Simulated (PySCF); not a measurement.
**Ionisation energy of O by level of theory**

O [He] 2s2 2p4 (3P) → O⁺ [He] 2s2 2p3 (4S), as a difference of total energies. Calculation: PySCF 2.14, in def2-TZVP (5s3p2d1f, 31 functions); the non-relativistic Hamiltonian (point nucleus). Correlated levels: valence: 1s2 frozen. The calculations carry no spin-orbit coupling.

```
           method  ionisation energy (eV)  error (eV)
              UHF                  12.017      -1.591
              PBE                  14.023      +0.415
             MN15                  13.881      +0.273
    MP2 (valence)                  13.258      -0.350
SCS-MP2 (valence)                  13.353      -0.255
   CCSD (valence)                  13.294      -0.314
CCSD(T) (valence)                  13.330      -0.278
```

Reference: 13.608 eV (measured; NIST levels, between the centres of gravity of the two terms).

Errors of the correlated levels include the incompleteness of this basis and the frozen core.
